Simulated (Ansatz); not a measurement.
The input, for Ansatz 0.2.0:

```yaml
crystal:
  periodic: [false, false, false]
  atoms:
    - {symbol: Ti, position_ang: [-1.046109, 0.019282, 0.028665]}
    - {symbol: Si, position_ang: [1.565489, -0.028855, -0.042897]}
    - {symbol: H, position_ang: [1.993583, -1.452767, -0.048563]}
    - {symbol: H, position_ang: [2.066123, 0.675798, 1.166918]}
    - {symbol: H, position_ang: [1.998760, 0.665300, -1.284367]}
basis:
  gaussian: {orbitals: def2-SVP}
total_charge: 1
magnetization: {spin_polarized: true, initial_magnetization: 2}
correlation: {method: ccsd_t, electrons: valence, diis_vectors: 2}
accuracy: high
scf: {omitted_lower_state_checks: [cluster_reference]}
```

```sh
$ ansatz run in.yaml --threads 1 --pin off --events-out ev --progress --plain --max-ram 2393MiB
```

Roughly how long does this take on 1 thread of Intel Xeon 6975P-C, shared host, and how much host memory?

30 s wall and 0.34 GiB.

```
these checks for a lower state are left out or cut short: cluster_reference
1378 factors; integrals over basis functions are off by at most 4.1e-9 eV
mean field evaluation 1: about -30974.9527 eV, gradient 2.4e1 eV
mean field evaluation 2: about -30975.0444 eV, gradient 2.4e1 eV
mean field evaluation 4: about -30982.3255 eV, gradient 4.1e0 eV
mean field evaluation 8: about -30983.3796 eV, gradient 1.3e0 eV
mean field evaluation 16: about -30983.9928 eV, gradient 5.6e-1 eV
mean field evaluation 32: about -30984.0383 eV, gradient 2.9e-4 eV
mean field evaluation 64: about -30981.2878 eV, gradient 1.2e1 eV
mean field evaluation 96: about -30984.0352 eV, gradient 1.4e-1 eV
mean field evaluation 128: about -30983.9968 eV, gradient 2.7e-2 eV
mean field evaluation 160: about -30983.9885 eV, gradient 3.3e0 eV
...
mean field -30984.03827652 eV, -1138.6424049268 hartree, gradient 9.7e-8 eV, S^2 2.021361; 20 other end points of the search recorded, 0 dependent functions left out
10 core orbitals not correlated: weight in the atoms' cores, before any rotation towards them, 1.000 or more for the frozen orbitals, at most 0.000 for the correlated occupied ones
reference -30984.03827652 eV, -1138.6424049268 hartree; 10, 8 occupied and 44, 46 virtual orbitals, 1378 factors
second order -7.22031392 eV of doubles, -0.00000000 eV of singles
...
cycle  58  -8.52118555 eV  change    1.2e-9 eV  update   1.0e-8
cycle  59  -8.52118555 eV  change   9.1e-10 eV  update   8.5e-9
cycle  60  -8.52118555 eV  change   3.1e-10 eV  update   6.7e-9
cycle  61  -8.52118555 eV  change   4.5e-11 eV  update   5.2e-9
cycle  62  -8.52118555 eV  change  -3.4e-10 eV  update   4.6e-9
cycle  63  -8.52118555 eV  change  -7.4e-10 eV  update   4.1e-9
cycle  64  -8.52118556 eV  change  -8.9e-10 eV  update   3.5e-9
cycle  65  -8.52118556 eV  change  -8.2e-10 eV  update   2.9e-9
cycle  66  -8.52118556 eV  change   -1.1e-9 eV  update   2.3e-9
cycle  67  -8.52118556 eV  change  -2.5e-10 eV  update   1.8e-9
perturbative correction -0.20347553 eV, -0.0074775879 hartree
Total energy: -30992.76293761 eV, -1138.9630303081 hartree
Checks for a lower state left out: cluster_reference
```
